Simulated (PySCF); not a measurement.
Molecule: SMILES CC(CF)CF, C₄H₈F₂.

Geometry:
```json
{"atom": "C1", "x (Å)": "-0.593", "y (Å)": "-1.427", "z (Å)": "0.238"}
{"atom": "C2", "x (Å)": "-0.313", "y (Å)": "-0.085", "z (Å)": "-0.426"}
{"atom": "C3", "x (Å)": "1.168", "y (Å)": "0.240", "z (Å)": "-0.444"}
{"atom": "F4", "x (Å)": "1.659", "y (Å)": "0.269", "z (Å)": "0.843"}
{"atom": "C5", "x (Å)": "-1.091", "y (Å)": "1.027", "z (Å)": "0.252"}
{"atom": "F6", "x (Å)": "-0.900", "y (Å)": "2.214", "z (Å)": "-0.414"}
{"atom": "H7", "x (Å)": "-1.669", "y (Å)": "-1.661", "z (Å)": "0.238"}
{"atom": "H8", "x (Å)": "-0.073", "y (Å)": "-2.241", "z (Å)": "-0.288"}
{"atom": "H9", "x (Å)": "-0.241", "y (Å)": "-1.424", "z (Å)": "1.280"}
{"atom": "H10", "x (Å)": "-0.641", "y (Å)": "-0.118", "z (Å)": "-1.481"}
{"atom": "H11", "x (Å)": "1.337", "y (Å)": "1.228", "z (Å)": "-0.902"}
{"atom": "H12", "x (Å)": "1.730", "y (Å)": "-0.521", "z (Å)": "-1.012"}
{"atom": "H13", "x (Å)": "-2.171", "y (Å)": "0.799", "z (Å)": "0.259"}
{"atom": "H14", "x (Å)": "-0.749", "y (Å)": "1.150", "z (Å)": "1.293"}
```

Geometry PBE0-D3(BJ)/def2-SVP throughout; GIAO in PySCF 2.14, gas phase, one conformer, non-relativistic; equivalent atoms averaged; functional PBE0.

Question: How do the shifts δ (against TMS, CFCl3 at the same level) depend on the basis set? (ppm; last column core-seconds on shared hosts with different chips, so compare them loosely)

Answer: 
```
    basis set  functions  C3/C5    C2    C1   F4/F6  H11/H13  H12/H14   H10  H7/H8/H9  core-s
       STO-3G         38   60.1  28.6  20.1  -148.1     2.06     1.96  0.94      0.72       3
        6-31G         70   78.5  35.9  13.3  -257.6     4.62     4.47  1.68      1.03     5.8
       6-31G*        100   78.2  35.0  12.5  -237.3     4.51     4.35  1.59      0.89     8.4
     def2-SVP        124   78.8  35.3  12.3  -225.5     4.28     4.09  1.36      0.77     9.7
     pcSseg-1        142   82.8  37.7  12.2  -254.0     4.54     4.32  1.44      0.94      12
6-311+G(2d,p)        210   81.3  38.6  11.1  -254.5     4.49     4.25  1.74      0.88      24
    def2-TZVP        234   83.3  39.2  12.0  -250.6     4.46     4.23  1.76      0.89      25
```

Question: Which nucleus moves most, in ppm?

Answer: F4/F6 (fluorine on an sp3 carbon): from -257.6 ppm with 6-31G to -148.1 ppm with STO-3G. The smallest spread is 0.31 ppm, at H7/H8/H9. Proton shifts span only some 12 ppm, so a few tenths of a ppm matter as much there as several ppm in carbon.

Question: Taking the largest basis, def2-TZVP (234 functions), as the yardstick, rank the others by their worst heavy-atom deviation.

Answer: pcSseg-1 3.4 ppm (142 functions), 6-311+G(2d,p) 3.9 ppm (210 functions), 6-31G 7.1 ppm (70 functions), 6-31G* 13.3 ppm (100 functions), def2-SVP 25.1 ppm (124 functions), STO-3G 102.5 ppm (38 functions).

A small basis that lands close on one nucleus may do so by chance; judge by the trend and by all nuclei.
